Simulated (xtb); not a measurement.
# doublet CH2ClO2S at GFN0-xTB

Wanted: energy and gradient of doublet CH2ClO2S. 

The calculation is run with xtb 6.7.1.

1 further run of the same task is left out (set aside as unsound or not needed).

## 1. The structure to begin with

The species is CH2ClO2S (7 atoms), meant as a doublet with charge 0. SMILES of the parent species: `O=[SH](=O)[CH-]Cl`. The coordinates come from a GFN2-xTB relaxation. This is one conformer, not always the lowest. That shape belongs to the parent species and isn't relaxed for this state.

Bond lengths: O1–S2 1.448 Å, S2–O3 1.455 Å, S2–C4 1.737 Å, C4–Cl5 1.781 Å, S2–H6 1.476 Å, C4–H7 1.098 Å. Angles: O1–S2–O3 115.7°, O1–S2–C4 112.9°, O3–S2–C4 110.5°, S2–C4–Cl5 101.6°, O1–S2–H6 102.3°, O3–S2–H6 103.6°, C4–S2–H6 111.0°, S2–C4–H7 102.8°, Cl5–C4–H7 105.5°.

## 2. Energy and forces at GFN0-xTB

The input, .CHRG:

```
0
```

The input, .UHF:

```
1
```

The input, coord:

```
$coord
     -3.343530226823      0.349863894713      0.888341353925  o
     -0.624705662279      0.114857553855      1.083134322852  s
      0.321933742591     -0.842761159799      3.479873966715  o
      0.698764029103     -1.544359778089     -1.420544922404  c
      0.008654945651      0.482995100193     -4.016518391586  cl
      0.203353428271      2.777821814155      1.067751952197  h
      2.735548640747     -1.338436322289     -1.082057178961  h
$end
```

Run with:

```sh
$ xtb coord --grad --gfn 0 -P 1 > xtb.out
```

Q: Predict the results. Wanted: total energy; dipole moment; HOMO energy; LUMO energy; dispersion energy; largest force on an atom; mean polarisability.

**Answer.** As computed:

Level: GFN0-xTB.

| quantity | value |
| --- | --- |
| total energy | -17.16415 Eh |
| dipole moment | 5.86 D |
| HOMO energy (partly filled) | -10.57 eV |
| LUMO energy | -6.11 eV |
| dispersion energy | -5.65 kJ/mol |
| largest force on an atom | 2.531 eV/Å |
| mean polarisability (D4 model) | 59.0 bohr³ |
